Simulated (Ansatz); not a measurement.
This geometry of BFH2 + H2S (7 atoms, charge 0, multiplicity 1) is a first-order saddle point.

All numbers below come from Ansatz 0.2.0, RKS B3LYP-D4/def2-SVP.

```xyz
7
Properties=species:S:1:pos:R:3
B 0.107 -0.291 -0.037
F -0.161 0.036 1.513
H 1.191 0.136 -0.331
H -0.878 -0.022 -0.669
S 0.267 -2.225 0.371
H -1.040 -2.559 0.241
H -0.013 -1.106 1.579
```

(1) Which two structures does it join? (They come from a converged band through this point; their orientation in space is the band's.)

(2) How far does it lie above each of them?

Results:

(1) Bonds broken: B1–F2, S5–H7. Bonds formed: B1–S5, F2–H7. BFH2 + H2S becomes BH3S + FH.

Image 0:

```xyz
7
Properties=species:S:1:pos:R:3
B 0.004 0.162 -0.039
F -0.569 0.547 1.114
H 1.205 0.271 -0.128
H -0.713 0.045 -1.005
S 0.124 -2.340 0.349
H -1.160 -2.467 0.757
H 0.581 -2.247 1.619
```

Image 6:

```xyz
7
Properties=species:S:1:pos:R:3
B 0.146 -0.526 -0.418
F -0.162 0.102 2.187
H 1.198 0.046 -0.481
H -0.897 -0.043 -0.754
S 0.243 -2.245 0.102
H -1.071 -2.567 0.027
H 0.015 -0.796 2.005
```

(2) 1.06 eV above the first and 0.32 eV above the second. This is the barrier of this one path; another mechanism may lie lower. The orbitals stay closed-shell, which can raise the energy where a bond breaks towards radicals; this wasn't checked here.

Run time: 2.1 min on 1 thread of Arm Neoverse V2, on a shared host, peak memory 0.12 GiB.
